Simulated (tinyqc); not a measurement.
RHF in the sto-3g basis, for BH3, spin multiplicity 1, step by step (part 1 of 2). Computed by tinyqc, a small Python program that keeps every step (integrals from PySCF). Settings: charge = 0, multiplicity = 1, basis = sto-3g, energy threshold = 1e-08, iteration cap = 58, orthogonalisation = symmetric, start = random, DIIS depth = 3, method = RHF. Command: `OMP_NUM_THREADS=1 python tinyqc.py 29486 29487 out.jsonl` (the two numbers bound the seeds that draw the settings). One thread of a shared host (Intel(R) Xeon(R) Processor @ 2.60GHz), about 0.08 s of CPU time with the checks. Later iterations appear only in the table of the cycle.

## One-electron integrals

Geometry (angstrom):
```
atom        x        y       z
B      0.0000   0.0000  0.0030
H      1.1630   0.0000  0.0000
H     -0.5810   1.0070  0.0000
H     -0.5810  -1.0070  0.0000
```

Basis sto-3g: exponents (1/bohr^2) and contraction coefficients of normalised primitives:
```
element  l (shell)  exponent  coefficient
B            s (1)   48.7911       0.1543
B            s (1)    8.8874       0.5353
B            s (1)    2.4053       0.4446
B            s (2)    2.2370      -0.1000
B            s (2)    0.5198       0.3995
B            s (2)    0.1691       0.7001
B            p (3)    2.2370       0.1559
B            p (3)    0.5198       0.6077
B            p (3)    0.1691       0.3920
H            s (1)    3.4253       0.1543
H            s (1)    0.6239       0.5353
H            s (1)    0.1689       0.4446
```

Overlap, kinetic and nuclear-attraction integrals over the contracted functions; the nuclear repulsion is the sum of Za Zb / Rab.

nuclear repulsion = 7.615036 hartree

overlap S, order 1B 1s, 1B 2s, 1B 2px, 1B 2py, 1B 2pz, 2H 1s, 3H 1s, 4H 1s:
```
[[1.0000, 0.2693, 0.0000, 0.0000, 0.0000, 0.0707, 0.0708, 0.0708],
 [0.2693, 1.0000, 0.0000, 0.0000, 0.0000, 0.4899, 0.4901, 0.4901],
 [0.0000, 0.0000, 1.0000, 0.0000, 0.0000, 0.4971, -0.2485, -0.2485],
 [0.0000, 0.0000, 0.0000, 1.0000, 0.0000, 0.0000, 0.4307, -0.4307],
 [0.0000, 0.0000, 0.0000, 0.0000, 1.0000, -0.0013, -0.0013, -0.0013],
 [0.0707, 0.4899, 0.4971, 0.0000, -0.0013, 1.0000, 0.1165, 0.1165],
 [0.0708, 0.4901, -0.2485, 0.4307, -0.0013, 0.1165, 1.0000, 0.1165],
 [0.0708, 0.4901, -0.2485, -0.4307, -0.0013, 0.1165, 0.1165, 1.0000]]
```

kinetic energy T (hartree), order 1B 1s, 1B 2s, 1B 2px, 1B 2py, 1B 2pz, 2H 1s, 3H 1s, 4H 1s:
```
[[10.8263, -0.0480, 0.0000, 0.0000, 0.0000, -0.0138, -0.0138, -0.0138],
 [-0.0480, 0.3592, 0.0000, 0.0000, 0.0000, 0.0953, 0.0954, 0.0954],
 [0.0000, 0.0000, 1.1239, 0.0000, 0.0000, 0.2438, -0.1219, -0.1219],
 [0.0000, 0.0000, 0.0000, 1.1239, 0.0000, 0.0000, 0.2113, -0.2113],
 [0.0000, 0.0000, 0.0000, 0.0000, 1.1239, -0.0006, -0.0006, -0.0006],
 [-0.0138, 0.0953, 0.2438, 0.0000, -0.0006, 0.7600, -0.0103, -0.0103],
 [-0.0138, 0.0954, -0.1219, 0.2113, -0.0006, -0.0103, 0.7600, -0.0103],
 [-0.0138, 0.0954, -0.1219, -0.2113, -0.0006, -0.0103, -0.0103, 0.7600]]
```

nuclear attraction V (hartree), order 1B 1s, 1B 2s, 1B 2px, 1B 2py, 1B 2pz, 2H 1s, 3H 1s, 4H 1s:
```
[[-24.5127, -3.5071, 0.0000, 0.0000, 0.0002, -0.9289, -0.9297, -0.9297],
 [-3.5071, -5.0832, 0.0000, 0.0000, 0.0013, -2.2028, -2.2040, -2.2040],
 [0.0000, 0.0000, -5.1163, 0.0000, 0.0000, -2.1120, 1.0559, 1.0559],
 [0.0000, 0.0000, 0.0000, -5.1165, 0.0000, 0.0000, -1.8301, 1.8301],
 [0.0002, 0.0013, 0.0000, 0.0000, -4.9269, 0.0057, 0.0057, 0.0057],
 [-0.9289, -2.2028, -2.1120, 0.0000, 0.0057, -3.9903, -0.5090, -0.5090],
 [-0.9297, -2.2040, 1.0559, -1.8301, 0.0057, -0.5090, -3.9910, -0.5090],
 [-0.9297, -2.2040, 1.0559, 1.8301, 0.0057, -0.5090, -0.5090, -3.9910]]
```

core Hamiltonian H = T + V (hartree), order 1B 1s, 1B 2s, 1B 2px, 1B 2py, 1B 2pz, 2H 1s, 3H 1s, 4H 1s:
```
[[-13.6864, -3.5551, 0.0000, 0.0000, 0.0002, -0.9427, -0.9436, -0.9436],
 [-3.5551, -4.7241, 0.0000, 0.0000, 0.0013, -2.1075, -2.1086, -2.1086],
 [0.0000, 0.0000, -3.9924, 0.0000, 0.0000, -1.8683, 0.9340, 0.9340],
 [0.0000, 0.0000, 0.0000, -3.9926, 0.0000, 0.0000, -1.6188, 1.6188],
 [0.0002, 0.0013, 0.0000, 0.0000, -3.8030, 0.0051, 0.0051, 0.0051],
 [-0.9427, -2.1075, -1.8683, 0.0000, 0.0051, -3.2302, -0.5193, -0.5193],
 [-0.9436, -2.1086, 0.9340, -1.6188, 0.0051, -0.5193, -3.2309, -0.5192],
 [-0.9436, -2.1086, 0.9340, 1.6188, 0.0051, -0.5193, -0.5192, -3.2309]]
```

## Two-electron integrals

Functions are numbered as in S; the eight-fold symmetry (ij|kl) = (ji|kl) = (kl|ij) leaves the list below.

Two-electron integrals (ij|kl) in chemists' order, unique and non-zero (hartree):
```
(11|11) 2.9235      (21|11) 0.5184      (21|21) 0.1093      (22|11) 0.7442
(22|21) 0.1932      (22|22) 0.5448      (31|31) 0.0203      (32|31) 0.0300
(32|32) 0.1203      (33|11) 0.7425      (33|21) 0.1932      (33|22) 0.5447
(33|33) 0.5868      (41|41) 0.0203      (42|41) 0.0300      (42|42) 0.1203
(43|43) 0.0316      (44|11) 0.7425      (44|21) 0.1932      (44|22) 0.5447
(44|33) 0.5235      (44|44) 0.5868      (51|51) 0.0203      (52|51) 0.0300
(52|52) 0.1203      (53|53) 0.0316      (54|54) 0.0316      (55|11) 0.7425
(55|21) 0.1932      (55|22) 0.5447      (55|33) 0.5235      (55|44) 0.5235
(55|55) 0.5868      (61|11) 0.1361      (61|21) 0.0286      (61|22) 0.0506
(61|31) 0.0021      (61|32) 0.0038      (61|33) 0.0511      (61|44) 0.0503
(61|51) -5.43e-06   (61|52) -9.90e-06   (61|53) -2.01e-06   (61|55) 0.0503
(61|61) 0.0077      (62|11) 0.2974      (62|21) 0.0782      (62|22) 0.2390
(62|31) 0.0086      (62|32) 0.0503      (62|33) 0.2519      (62|44) 0.2325
(62|51) -2.23e-05   (62|52) -1.30e-04   (62|53) -4.99e-05   (62|55) 0.2325
(62|61) 0.0218      (62|62) 0.1388      (63|11) 0.2671      (63|21) 0.0712
(63|22) 0.2298      (63|31) 0.0151      (63|32) 0.0820      (63|33) 0.2542
(63|44) 0.2176      (63|51) -1.77e-05   (63|52) -1.15e-04   (63|53) -6.95e-05
(63|55) 0.2176      (63|61) 0.0209      (63|62) 0.1568      (63|63) 0.1897
(64|41) 0.0082      (64|42) 0.0374      (64|43) 0.0097      (64|54) -2.49e-05
(64|64) 0.0163      (65|11) -0.0007     (65|21) -1.84e-04   (65|22) -0.0006
(65|31) -1.77e-05   (65|32) -1.15e-04   (65|33) -0.0006     (65|44) -0.0006
(65|51) 0.0082      (65|52) 0.0374      (65|53) 0.0097      (65|55) -0.0006
(65|61) -5.40e-05   (65|62) -4.04e-04   (65|63) -4.47e-04   (65|65) 0.0163
(66|11) 0.4469      (66|21) 0.1198      (66|22) 0.4113      (66|31) 0.0171
(66|32) 0.1285      (66|33) 0.4603      (66|44) 0.3866      (66|51) -4.41e-05
(66|52) -3.32e-04   (66|53) -1.90e-04   (66|55) 0.3866      (66|61) 0.0342
(66|62) 0.2962      (66|63) 0.3653      (66|65) -0.0009     (66|66) 0.7746
(71|11) 0.1362      (71|21) 0.0286      (71|22) 0.0506      (71|31) -0.0011
(71|32) -0.0019     (71|33) 0.0506      (71|41) 0.0018      (71|42) 0.0033
(71|43) -3.38e-04   (71|44) 0.0510      (71|51) -5.44e-06   (71|52) -9.92e-06
(71|53) 1.01e-06    (71|54) -1.74e-06   (71|55) 0.0504      (71|61) 0.0074
(71|62) 0.0199      (71|63) 0.0177      (71|64) 0.0009      (71|65) -4.94e-05
(71|66) 0.0302      (71|71) 0.0077      (72|11) 0.2976      (72|21) 0.0783
(72|22) 0.2392      (72|31) -0.0043     (72|32) -0.0251     (72|33) 0.2375
(72|41) 0.0075      (72|42) 0.0435      (72|43) -0.0084     (72|44) 0.2472
(72|51) -2.23e-05   (72|52) -1.30e-04   (72|53) 2.50e-05    (72|54) -4.33e-05
(72|55) 0.2326      (72|61) 0.0199      (72|62) 0.0953      (72|63) 0.0852
(72|64) 0.0114      (72|65) -2.71e-04   (72|66) 0.1580      (72|71) 0.0218
(72|72) 0.1389      (73|11) -0.1336     (73|21) -0.0356     (73|22) -0.1149
(73|31) 0.0100      (73|32) 0.0486      (73|33) -0.1206     (73|41) -0.0030
(73|42) -0.0193     (73|43) 0.0121      (73|44) -0.1152     (73|51) 8.87e-06
(73|52) 5.75e-05    (73|53) -3.61e-05   (73|54) 1.93e-05    (73|55) -0.1088
(73|61) -0.0081     (73|62) -0.0326     (73|63) -0.0201     (73|64) -0.0028
(73|65) 9.11e-05    (73|66) -0.0451     (73|71) -0.0105     (73|72) -0.0784
(73|73) 0.0597      (74|11) 0.2315      (74|21) 0.0617      (74|22) 0.1992
(74|31) -0.0030     (74|32) -0.0193     (74|33) 0.1922      (74|41) 0.0134
(74|42) 0.0709      (74|43) -0.0113     (74|44) 0.2165      (74|51) -1.54e-05
(74|52) -9.97e-05   (74|53) 1.93e-05    (74|54) -5.84e-05   (74|55) 0.1885
(74|61) 0.0157      (74|62) 0.0795      (74|63) 0.0706      (74|64) 0.0190
(74|65) -2.21e-04   (74|66) 0.1317      (74|71) 0.0182      (74|72) 0.1359
(74|73) -0.0751     (74|74) 0.1465      (75|11) -0.0007     (75|21) -1.84e-04
(75|22) -0.0006     (75|31) 8.87e-06    (75|32) 5.75e-05    (75|33) -0.0006
(75|41) -1.54e-05   (75|42) -9.97e-05   (75|43) 1.93e-05    (75|44) -0.0006
(75|51) 0.0082      (75|52) 0.0374      (75|53) -0.0048     (75|54) 0.0084
(75|55) -0.0006     (75|61) -4.94e-05   (75|62) -2.71e-04   (75|63) -2.37e-04
(75|64) -3.15e-05   (75|65) 0.0103      (75|66) -4.72e-04   (75|71) -5.41e-05
(75|72) -4.05e-04   (75|73) 2.24e-04    (75|74) -3.88e-04   (75|75) 0.0163
(76|11) 0.0688      (76|21) 0.0181      (76|22) 0.0558      (76|31) 0.0008
(76|32) 0.0049      (76|33) 0.0563      (76|41) 0.0015      (76|42) 0.0086
(76|43) 3.71e-04    (76|44) 0.0568      (76|51) -8.70e-06   (76|52) -5.09e-05
(76|53) -7.21e-06   (76|54) -1.25e-05   (76|55) 0.0542      (76|61) 0.0049
(76|62) 0.0280      (76|63) 0.0292      (76|64) 0.0030      (76|65) -8.89e-05
(76|66) 0.0544      (76|71) 0.0049      (76|72) 0.0280      (76|73) -0.0120
(76|74) 0.0268      (76|75) -8.90e-05   (76|76) 0.0070      (77|11) 0.4470
(77|21) 0.1198      (77|22) 0.4114      (77|31) -0.0085     (77|32) -0.0642
(77|33) 0.4051      (77|41) 0.0148      (77|42) 0.1113      (77|43) -0.0319
(77|44) 0.4420      (77|51) -4.41e-05   (77|52) -3.32e-04   (77|53) 9.51e-05
(77|54) -1.65e-04   (77|55) 0.3867      (77|61) 0.0302      (77|62) 0.1579
(77|63) 0.1366      (77|64) 0.0268      (77|65) -4.72e-04   (77|66) 0.2619
(77|71) 0.0342      (77|72) 0.2964      (77|73) -0.1826     (77|74) 0.3165
(77|75) -0.0009     (77|76) 0.0544      (77|77) 0.7746      (81|11) 0.1362
(81|21) 0.0286      (81|22) 0.0506      (81|31) -0.0011     (81|32) -0.0019
(81|33) 0.0506      (81|41) -0.0018     (81|42) -0.0033     (81|43) 3.38e-04
(81|44) 0.0510      (81|51) -5.44e-06   (81|52) -9.92e-06   (81|53) 1.01e-06
(81|54) 1.74e-06    (81|55) 0.0504      (81|61) 0.0074      (81|62) 0.0199
(81|63) 0.0177      (81|64) -0.0009     (81|65) -4.94e-05   (81|66) 0.0302
(81|71) 0.0074      (81|72) 0.0199      (81|73) -0.0096     (81|74) 0.0149
(81|75) -4.95e-05   (81|76) 0.0045      (81|77) 0.0303      (81|81) 0.0077
(82|11) 0.2976      (82|21) 0.0783      (82|22) 0.2392      (82|31) -0.0043
(82|32) -0.0251     (82|33) 0.2375      (82|41) -0.0075     (82|42) -0.0435
(82|43) 0.0084      (82|44) 0.2472      (82|51) -2.23e-05   (82|52) -1.30e-04
(82|53) 2.50e-05    (82|54) 4.33e-05    (82|55) 0.2326      (82|61) 0.0199
(82|62) 0.0953      (82|63) 0.0852      (82|64) -0.0114     (82|65) -2.71e-04
(82|66) 0.1580      (82|71) 0.0199      (82|72) 0.0954      (82|73) -0.0525
(82|74) 0.0681      (82|75) -2.71e-04   (82|76) 0.0209      (82|77) 0.1580
(82|81) 0.0218      (82|82) 0.1389      (83|11) -0.1336     (83|21) -0.0356
(83|22) -0.1149     (83|31) 0.0100      (83|32) 0.0486      (83|33) -0.1206
(83|41) 0.0030      (83|42) 0.0193      (83|43) -0.0121     (83|44) -0.1152
(83|51) 8.87e-06    (83|52) 5.75e-05    (83|53) -3.61e-05   (83|54) -1.93e-05
(83|55) -0.1088     (83|61) -0.0081     (83|62) -0.0326     (83|63) -0.0201
(83|64) 0.0028      (83|65) 9.11e-05    (83|66) -0.0451     (83|71) -0.0096
(83|72) -0.0525     (83|73) 0.0385      (83|74) -0.0367     (83|75) 1.46e-04
(83|76) -0.0089     (83|77) -0.0914     (83|81) -0.0105     (83|82) -0.0784
(83|83) 0.0597      (84|11) -0.2315     (84|21) -0.0617     (84|22) -0.1992
(84|31) 0.0030      (84|32) 0.0193      (84|33) -0.1922     (84|41) 0.0134
(84|42) 0.0709      (84|43) -0.0113     (84|44) -0.2165     (84|51) 1.54e-05
(84|52) 9.97e-05    (84|53) -1.93e-05   (84|54) -5.84e-05   (84|55) -0.1885
(84|61) -0.0157     (84|62) -0.0795     (84|63) -0.0706     (84|64) 0.0190
(84|65) 2.21e-04    (84|66) -0.1317     (84|71) -0.0149     (84|72) -0.0681
(84|73) 0.0367      (84|74) -0.0397     (84|75) 1.90e-04    (84|76) -0.0155
(84|77) -0.1049     (84|81) -0.0182     (84|82) -0.1359     (84|83) 0.0751
(84|84) 0.1465      (85|11) -0.0007     (85|21) -1.84e-04   (85|22) -0.0006
(85|31) 8.87e-06    (85|32) 5.75e-05    (85|33) -0.0006     (85|41) 1.54e-05
(85|42) 9.97e-05    (85|43) -1.93e-05   (85|44) -0.0006     (85|51) 0.0082
(85|52) 0.0374      (85|53) -0.0048     (85|54) -0.0084     (85|55) -0.0006
(85|61) -4.94e-05   (85|62) -2.71e-04   (85|63) -2.37e-04   (85|64) 3.15e-05
(85|65) 0.0103      (85|66) -4.72e-04   (85|71) -4.95e-05   (85|72) -2.71e-04
(85|73) 1.46e-04    (85|74) -1.90e-04   (85|75) 0.0103      (85|76) -6.47e-05
(85|77) -4.72e-04   (85|81) -5.41e-05   (85|82) -4.05e-04   (85|83) 2.24e-04
(85|84) 3.88e-04    (85|85) 0.0163      (86|11) 0.0688      (86|21) 0.0181
(86|22) 0.0558      (86|31) 0.0008      (86|32) 0.0049      (86|33) 0.0563
(86|41) -0.0015     (86|42) -0.0086     (86|43) -3.71e-04   (86|44) 0.0568
(86|51) -8.70e-06   (86|52) -5.09e-05   (86|53) -7.21e-06   (86|54) 1.25e-05
(86|55) 0.0542      (86|61) 0.0049      (86|62) 0.0280      (86|63) 0.0292
(86|64) -0.0030     (86|65) -8.89e-05   (86|66) 0.0544      (86|71) 0.0045
(86|72) 0.0209      (86|73) -0.0089     (86|74) 0.0155      (86|75) -6.47e-05
(86|76) 0.0055      (86|77) 0.0339      (86|81) 0.0049      (86|82) 0.0280
(86|83) -0.0120     (86|84) -0.0268     (86|85) -8.90e-05   (86|86) 0.0070
(87|11) 0.0688      (87|21) 0.0181      (87|22) 0.0558      (87|31) -0.0017
(87|32) -0.0099     (87|33) 0.0570      (87|44) 0.0561      (87|51) -8.71e-06
(87|52) -5.10e-05   (87|53) 1.44e-05    (87|55) 0.0542      (87|61) 0.0045
(87|62) 0.0209      (87|63) 0.0179      (87|65) -6.46e-05   (87|66) 0.0339
(87|71) 0.0049      (87|72) 0.0280      (87|73) -0.0172     (87|74) 0.0238
(87|75) -8.90e-05   (87|76) 0.0055      (87|77) 0.0544      (87|81) 0.0049
(87|82) 0.0280      (87|83) -0.0172     (87|84) -0.0238     (87|85) -8.90e-05
(87|86) 0.0055      (87|87) 0.0070      (88|11) 0.4470      (88|21) 0.1198
(88|22) 0.4114      (88|31) -0.0085     (88|32) -0.0642     (88|33) 0.4051
(88|41) -0.0148     (88|42) -0.1113     (88|43) 0.0319      (88|44) 0.4420
(88|51) -4.41e-05   (88|52) -3.32e-04   (88|53) 9.51e-05    (88|54) 1.65e-04
(88|55) 0.3867      (88|61) 0.0302      (88|62) 0.1579      (88|63) 0.1366
(88|64) -0.0268     (88|65) -4.72e-04   (88|66) 0.2619      (88|71) 0.0303
(88|72) 0.1580      (88|73) -0.0914     (88|74) 0.1049      (88|75) -4.72e-04
(88|76) 0.0339      (88|77) 0.2619      (88|81) 0.0342      (88|82) 0.2964
(88|83) -0.1826     (88|84) -0.3165     (88|85) -0.0009     (88|86) 0.0544
(88|87) 0.0544      (88|88) 0.7746
```

## Orthogonalisation

S = U s U^T; symmetric (Loewdin) form X = U s^(-1/2) U^T, so that X^T S X = 1.

eigenvalues of S: [0.2390, 0.3298, 0.3301, 0.9507, 1.0000, 1.5533, 1.5537, 2.0434]

X, order 1B 1s, 1B 2s, 1B 2px, 1B 2py, 1B 2pz, 2H 1s, 3H 1s, 4H 1s:
```
[[1.0336, -0.1833, 0.0000, 0.0000, 0.0001, 0.0280, 0.0280, 0.0280],
 [-0.1833, 1.4772, -0.0001, 0.0000, -0.0011, -0.3686, -0.3689, -0.3689],
 [0.0000, -0.0001, 1.2267, 0.0000, 0.0000, -0.3812, 0.1906, 0.1906],
 [0.0000, 0.0000, 0.0000, 1.2270, 0.0000, 0.0000, -0.3304, 0.3304],
 [0.0001, -0.0011, 0.0000, 0.0000, 1.0000, 0.0009, 0.0009, 0.0009],
 [0.0280, -0.3686, -0.3812, 0.0000, 0.0009, 1.2973, -0.0187, -0.0187],
 [0.0280, -0.3689, 0.1906, -0.3304, 0.0009, -0.0187, 1.2976, -0.0188],
 [0.0280, -0.3689, 0.1906, 0.3304, 0.0009, -0.0187, -0.0188, 1.2976]]
```

## Starting guess

The start is random orthonormal orbitals; D = 2 C_occ C_occ^T.

D at the start, order 1B 1s, 1B 2s, 1B 2px, 1B 2py, 1B 2pz, 2H 1s, 3H 1s, 4H 1s:
```
[[0.9120, 0.0467, -0.3183, 0.3832, -0.1474, -0.7119, -0.0724, -0.2690],
 [0.0467, 4.2151, 0.6330, -0.4452, 0.2350, -1.7772, -1.6652, -1.0910],
 [-0.3183, 0.6330, 2.6055, 0.0412, -0.2379, -1.2489, 1.1629, -0.1569],
 [0.3832, -0.4452, 0.0412, 0.6832, -0.8330, -0.1833, 0.1768, 0.7038],
 [-0.1474, 0.2350, -0.2379, -0.8330, 1.2160, 0.1023, -0.0833, -1.1343],
 [-0.7119, -1.7772, -1.2489, -0.1833, 0.1023, 1.9116, 0.0142, 0.7785],
 [-0.0724, -1.6652, 1.1629, 0.1768, -0.0833, 0.0142, 1.5045, 0.2072],
 [-0.2690, -1.0910, -0.1569, 0.7038, -1.1343, 0.7785, 0.2072, 1.4789]]
```

## Iteration 1: building the Fock matrix

J_ij = sum D_kl (ij|kl), K_ij = sum D_kl (ik|jl); F = H + J - 0.5 K; E = tr D H + tr D J / 2 - 0.25 tr D K + E_nn.

Coulomb J (hartree), order 1B 1s, 1B 2s, 1B 2px, 1B 2py, 1B 2pz, 2H 1s, 3H 1s, 4H 1s:
```
[[7.3593, 1.7064, 0.0091, -0.0082, -0.0102, 0.4491, 0.4453, 0.4481],
 [1.7064, 4.2835, 0.0599, -0.0831, -0.0358, 1.9284, 1.8389, 1.9205],
 [0.0091, 0.0599, 4.3252, 0.0193, -0.0013, 1.8910, -0.8684, -0.9223],
 [-0.0082, -0.0831, 0.0193, 4.2660, -0.0351, -0.0229, 1.5089, -1.6324],
 [-0.0102, -0.0358, -0.0013, -0.0351, 4.2528, -0.0160, -0.0251, -0.0101],
 [0.4491, 1.9284, 1.8910, -0.0229, -0.0160, 3.4666, 0.4372, 0.4502],
 [0.4453, 1.8389, -0.8684, 1.5089, -0.0251, 0.4372, 3.2060, 0.4366],
 [0.4481, 1.9205, -0.9223, -1.6324, -0.0101, 0.4502, 0.4366, 3.4505]]
```

exchange K (hartree), order 1B 1s, 1B 2s, 1B 2px, 1B 2py, 1B 2pz, 2H 1s, 3H 1s, 4H 1s:
```
[[2.7637, 0.6534, -0.2848, 0.2307, -0.1241, -0.1375, 0.2226, 0.0845],
 [0.6534, 1.2722, 0.1658, -0.2084, -0.1765, 0.4997, 0.2707, 0.6129],
 [-0.2848, 0.1658, 1.1647, 0.1068, 0.0296, 0.5020, 0.0473, -0.2785],
 [0.2307, -0.2084, 0.1068, 0.7127, -0.2556, -0.1510, 0.2573, -0.4018],
 [-0.1241, -0.1765, 0.0296, -0.2556, 1.0487, -0.0378, -0.1833, -0.2114],
 [-0.1375, 0.4997, 0.5020, -0.1510, -0.0378, 0.7789, 0.0624, 0.2128],
 [0.2226, 0.2707, 0.0473, 0.2573, -0.1833, 0.0624, 0.4707, 0.0466],
 [0.0845, 0.6129, -0.2785, -0.4018, -0.2114, 0.2128, 0.0466, 0.9063]]
```

Fock matrix F (hartree), order 1B 1s, 1B 2s, 1B 2px, 1B 2py, 1B 2pz, 2H 1s, 3H 1s, 4H 1s:
```
[[-7.7090, -2.1754, 0.1515, -0.1236, 0.0520, -0.4248, -0.6096, -0.5377],
 [-2.1754, -1.0767, -0.0231, 0.0211, 0.0538, -0.4289, -0.4050, -0.4946],
 [0.1515, -0.0231, -0.2495, -0.0341, -0.0161, -0.2283, 0.0419, 0.1510],
 [-0.1236, 0.0211, -0.0341, -0.0830, 0.0928, 0.0525, -0.2385, 0.1873],
 [0.0520, 0.0538, -0.0161, 0.0928, -0.0746, 0.0080, 0.0717, 0.1007],
 [-0.4248, -0.4289, -0.2283, 0.0525, 0.0080, -0.1531, -0.1132, -0.1754],
 [-0.6096, -0.4050, 0.0419, -0.2385, 0.0717, -0.1132, -0.2603, -0.1059],
 [-0.5377, -0.4946, 0.1510, 0.1873, 0.1007, -0.1754, -0.1059, -0.2336]]
```

total energy of this density = -15.790685 hartree
